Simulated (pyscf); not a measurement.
`[OH2]` + `[OH][SiH2][F]` → `[OH][SiH2][OH]` + `[FH]`, a four-centre exchange (singlet surface; H–O, F–Si broken, O–Si, F–H formed). Single points on ωB97X-D3(BJ)/def2-SVP structures (PySCF, gas phase). Correlated levels are frozen-core, on RHF or UHF. ΔMP2 is the change of the MP2 total energy from the triple- to the quadruple-zeta basis. Energies in kcal/mol from the separated reactants.

Small-basis levels: PySCF, no dispersion term, spherical d functions. 

In single points SVWN5/6-31G* puts the saddle at -0.8 kcal/mol and the reaction energy at +14.6 kcal/mol. Should these be trusted to within a few kcal/mol? Compare with CCSD(T)/def2-TZVPP + ΔMP2(QZVPP).

CCSD(T)/def2-TZVPP + ΔMP2(QZVPP) gives ΔE‡ = 26.2 kcal/mol and ΔE = +10.1 kcal/mol. SVWN5/6-31G* lies 26.9 kcal/mol under it in the barrier and 4.5 kcal/mol over it in the reaction energy, so on this step it does not hold to within 3.0 kcal/mol. At SVWN5/6-31G* this geometry lies under one side, so its ΔE‡ may be no barrier of that level. CCSD(T)/def2-TZVPP + ΔMP2(QZVPP) has limits of its own. On the reactant side the descent ends in a complex (not fully relaxed), 4.2 kcal/mol under the separated species and 27.2 kcal/mol under the saddle at ωB97X-D3(BJ)/def2-TZVP. On the product side the descent ends in a bound adduct, 9.5 kcal/mol under the separated species and 22.5 kcal/mol under the saddle at ωB97X-D3(BJ)/def2-TZVP. At ωB97X-D3(BJ)/def2-TZVP the barrier from the zero used here is 22.9 kcal/mol. This is the saddle that the search found; another between the same sides may lie lower. The CCSD(T) − MP2 part came from Ansatz, without density fitting, on the same reference.
